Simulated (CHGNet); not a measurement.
**bcc Ba**

Method: the machine-learned potential CHGNet-r²SCAN (trained on r²SCAN data).

Cell (relaxed at this level):

```
CELL_PARAMETERS angstrom
     -2.54295     2.54295     2.54295
      2.54295    -2.54295     2.54295
      2.54295     2.54295    -2.54295
ATOMIC_POSITIONS crystal
  Ba 0.00000 0.00000 0.00000
```

```json
{
 "lattice_constant_a": "5.086 Å",
 "volume_per_atom": "65.78 Å³/atom"
}
```

Measured, for comparison: lattice constant a 4.995 Å (low-temperature or extrapolated to 0 K; zero-point anharmonic expansion removed, our sources range from 4.995 to 5.004; as tabulated in Csonka et al. (2009), arXiv:0903.4037); equilibrium volume per atom 62.31 Å³/atom (low-temperature or extrapolated to 0 K; zero-point anharmonic expansion removed; as tabulated in Csonka et al. (2009), arXiv:0903.4037). Computed (rounded) less measured: lattice constant a +1.8 % (+1.6 % to +1.8 % over the range), equilibrium volume per atom +5.6 %.

A machine-learned potential is trained on density-functional data: it inherits that level's misses and adds fitting errors of its own.

Note: the model gives imaginary modes for this phase (in the spectrum interpolated from a supercell); the model's elastic tensor is not positive definite here.
